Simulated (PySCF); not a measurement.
Running PySCF for LiH

File input.py (PySCF 2.14):

```python
from pyscf import gto, scf, tdscf

mol = gto.M(
    atom='Li 0 0 0; H 0 0 1.846',
    basis='6-311g**',
    charge=0,
    spin=0,
    symmetry=True,
    verbose=4,
)
mf = scf.RHF(mol)
mf.kernel()
td = tdscf.TDA(mf)
td.nstates = 3
td.kernel()
td.analyze()
mf.dip_moment()
print('orbital energies (hartree):', mf.mo_energy[..., max(0, mol.nelec[1]-3):mol.nelec[0]+3].round(4))
```

```bash
$ OMP_NUM_THREADS=1 python input.py
```

Output (some set-up lines and the per-cycle HOMO/LUMO lines with their warnings removed):

```
PySCF version 2.14.0

[INPUT] verbose = 4
[INPUT] num. atoms = 2
[INPUT] num. electrons = 4
[INPUT] charge = 0
[INPUT] spin (= nelec alpha-beta = 2S) = 0
[INPUT] symmetry True subgroup None
[INPUT] Mole.unit = angstrom
[INPUT] Symbol           X                Y                Z      unit          X                Y                Z       unit  Magmom
[INPUT]  1 Li     0.000000000000   0.000000000000   0.000000000000 AA    0.000000000000   0.000000000000   0.000000000000 Bohr   0.0
[INPUT]  2 H      0.000000000000   0.000000000000   1.846000000000 AA    0.000000000000   0.000000000000   3.488434425947 Bohr   0.0

nuclear repulsion = 0.859984633131094
point group symmetry = Coov
symmetry origin: [0.         0.         0.87210861]
symmetry axis x: [1. 0. 0.]
symmetry axis y: [0. 1. 0.]
symmetry axis z: [0. 0. 1.]
num. orbitals of irrep A1 = 12
num. orbitals of irrep E1x = 5
num. orbitals of irrep E1y = 5
num. orbitals of irrep E2x = 1
num. orbitals of irrep E2y = 1
number of shells = 12
number of NR pGTOs = 39
number of NR cGTOs = 24
basis = 6-311g**
ecp = {}

******** <class 'pyscf.scf.hf_symm.SymAdaptedRHF'> ********
method = SymAdaptedRHF
initial guess = minao
damping factor = 0
level_shift factor = 0
DIIS = <class 'pyscf.scf.diis.CDIIS'>
diis_start_cycle = 1
diis_space = 8
diis_damp = 0
SCF conv_tol = 1e-09
SCF conv_tol_grad = None
SCF max_cycles = 50
direct_scf = True
direct_scf_tol = 1e-13
Freeze 0 electrons in irreps []
    4 free electrons in irreps A1 E1x E1y E2x E2y
Set gradient conv threshold to 3.16228e-05
Initial guess from minao.
init E= -7.7382803754881
cycle= 1 E= -7.97252145128518  delta_E= -0.234  |g|= 0.113  |ddm|= 0.714
cycle= 2 E= -7.97984584268876  delta_E= -0.00732  |g|= 0.0198  |ddm|= 0.141
cycle= 3 E= -7.98032203221869  delta_E= -0.000476  |g|= 0.00575  |ddm|= 0.0406
cycle= 4 E= -7.98040230315805  delta_E= -8.03e-05  |g|= 0.00132  |ddm|= 0.0183
cycle= 5 E= -7.98040736661819  delta_E= -5.06e-06  |g|= 0.000151  |ddm|= 0.00588
cycle= 6 E= -7.98040740215912  delta_E= -3.55e-08  |g|= 1.05e-05  |ddm|= 0.00102
cycle= 7 E= -7.98040740230973  delta_E= -1.51e-10  |g|= 1.33e-06  |ddm|= 5.9e-05
Extra cycle  E= -7.98040740231234  delta_E= -2.61e-12  |g|= 4.31e-07  |ddm|= 5.27e-06
converged SCF energy = -7.98040740231234

******** <class 'pyscf.tdscf.rhf.TDA'> for <class 'pyscf.scf.hf_symm.SymAdaptedRHF'> ********
nstates = 3 singlet
deg_eia_thresh = 1.000e-03
wfnsym = None
conv_tol = 1e-05
eigh lindep = 1e-12
eigh level_shift = 0
eigh max_cycle = 100

Excitation energies (eV)
[3.77667922 4.78974839 4.78974839]

** Singlet excitation energies and oscillator strengths **
Excited State   1:   A1      3.77668 eV    328.29 nm  f=0.0922
       2 -> 3        -0.67808
       2 -> 7         0.17909
Excited State   2:  E1x      4.78975 eV    258.85 nm  f=0.2337
       2 -> 4        -0.66056
       2 -> 8        -0.25070
Excited State   3:  E1y      4.78975 eV    258.85 nm  f=0.2337
       2 -> 5        -0.66056
       2 -> 9        -0.25070

** Transition electric dipole moments (AU) **
state          X           Y           Z        Dip. S.      Osc.
  1         0.0000      0.0000      0.9982      0.9965      0.0922
  2        -1.4111      0.0000      0.0000      1.9913      0.2337
  3         0.0000     -1.4111      0.0000      1.9913      0.2337

** Transition velocity dipole moments (imaginary part, AU) **
state          X           Y           Z        Dip. S.      Osc.
  1        -0.0000     -0.0000      0.1146      0.0131      0.0631
  2        -0.2023     -0.0000     -0.0000      0.0409      0.1551
  3        -0.0000     -0.2023     -0.0000      0.0409      0.1551

** Transition magnetic dipole moments (imaginary part, AU) **
state          X           Y           Z
  1        -0.0000     -0.0000     -0.0000
  2        -0.0000      0.5645     -0.0000
  3        -0.5645     -0.0000     -0.0000
Dipole moment(X, Y, Z, Debye):  0.00000,  0.00000, -6.60362
orbital energies (hartree): [-2.4699 -0.2877 -0.0059  0.0395  0.0395]
```

In short: E(SCF) = -7.980407 Eh, 7 cycles, μz(SCF) = -6.60 D, first singlet excitations without spin–orbit coupling 3.78, 4.79, 4.79 eV.

Run time: 0.93 s on 1 thread of Intel Xeon Platinum 8259CL @ 2.50GHz (shared host).

With symmetry on the solver can miss roots, and labels of degenerate states are those of a subgroup. Stability towards an unrestricted solution was not tested. The bond length is a typed value, not an optimised one.
